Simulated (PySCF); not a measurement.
Species: C3H7N2O (charge +1).
Z-matrix (Å and degrees, CAM-B3LYP/def2-SVP geometry), rows numbered from 1:
```
N 
C   1  1.3269
C   2  1.3872  1  129.38
O   3  1.3638  2  123.01  1  -179.84
C   3  1.3965  2  123.82  1     0.20
N   5  1.3123  3  121.20  2   179.82
H   1  1.0142  2  120.07  3  -179.88
H   1  1.0136  2  123.70  3     0.38
H   2  1.0959  1  114.02  3   179.93
H   4  0.9647  3  113.71  2    -1.00
H   5  1.0921  3  121.59  2    -0.15
H   6  1.0146  5  122.14  3   179.99
H   6  1.0192  5  118.96  3     0.07
```

Method: CAM-B3LYP/def2-SVP geometry optimisation, gas phase in PySCF 2.14.0.

Take the most abundant isotopes and a rigid rotor. The values belong to one conformer with, in the numbering `[NH2:1]/[CH:2]=[C:3](/[OH:4])[CH:5]=[NH2+:6]`, C2–C3–O4–H -1°, C2–C3–C5–N6 180°.

**Question.** What are A, B and C (cm⁻¹)?

**Answer.** Ia = 76.68, Ib = 201.46, Ic = 278.14 u·Å²; 505379 MHz·u·Å²/I gives 6591, 2509 and 1817 MHz, that is A = 0.21984, B = 0.08368, C = 0.06061 cm⁻¹.

**Question.** What kind of rotor is it?

**Answer.** An asymmetric top; Ray's κ = -0.710.

**Question.** Is it planar, by Δ = Ic − Ia − Ib?

**Answer.** Planar: Δ = Ic − Ia − Ib = 0.00 u·Å². For a rigid frame Δ = −2 Σ m c², so it vanishes when all atoms lie in the ab plane; here none is more than 0.01 Å from it.

**Question.** Where do the levels up to J = 2 lie, in MHz?

**Answer.** Above 0(0,0):
J = 1: 1(0,1) 4326, 1(1,1) 8408, 1(1,0) 9099
J = 2: 2(0,2) 12896, 2(1,2) 16367, 2(1,1) 18442, 2(2,1) 30688, 2(2,0) 30769

**Question.** Predict some low-J microwave lines.

**Answer.** The dipole components (about the centre of mass, as the species is charged) are |μa| = 1.67 D, |μb| = 2.13 D, |μc| = 0.00 D; the mirror of this Cs structure is the ab plane, so μc vanishes by symmetry (the 0.03 D computed is a residue) and there are no c-type lines. Intensities carry the squares of the components, which stand as 0.61 : 1.00 (a : b). Some lines, for components of 0.1 D or more:

```csv
type,branch,"J(Ka,Kc)",MHz,lower level (cm⁻¹)
a,Q,"3(2,1) ← 3(2,2)",396,1.457
a,Q,"4(2,2) ← 4(2,3)",1144,2.032
b,Q,"1(1,0) ← 1(0,1)",4774,0.144
b,Q,"2(1,1) ← 2(0,2)",5546,0.430
b,Q,"3(1,2) ← 3(0,3)",6845,0.852
b,R,"4(1,3) ← 3(2,2)",7242,1.457
a,R,"2(1,2) ← 1(1,1)",7959,0.280
b,R,"1(1,1) ← 0(0,0)",8408,0.000
a,R,"2(0,2) ← 1(0,1)",8570,0.144
b,Q,"2(2,0) ← 2(1,1)",12327,0.615
a,R,"3(1,2) ← 2(1,1)",13960,0.615
a,R,"4(2,3) ← 3(2,2)",17239,1.457
b,R,"4(1,4) ← 3(0,3)",18476,0.852
a,R,"4(1,3) ← 3(1,2)",18505,1.081
b,R,"5(1,5) ← 4(0,4)",21524,1.405
a,R,"5(4,2) ← 4(4,1)",21806,3.808
a,R,"5(3,3) ← 4(3,2)",21848,2.779
a,R,"5(3,2) ← 4(3,1)",21969,2.780
b,R,"3(2,2) ← 2(1,1)",25223,0.615
b,R,"4(3,1) ← 3(2,2)",39676,1.457
b,Q,"5(5,0) ← 5(4,1)",39682,4.536
b,R,"5(2,3) ← 4(1,4)",40822,1.469
b,R,"4(4,0) ← 3(3,1)",48313,2.197
b,R,"5(5,0) ← 4(4,1)",61492,3.808
```

No frequency check. One conformer (not necessarily the lowest) at the CAM-B3LYP/def2-SVP geometry, without solvent, vibrations or thermal averaging. No vibrational averaging or centrifugal distortion is included, and the geometry carries the error of its method. Quadrupole hyperfine structure (14N) is left out.
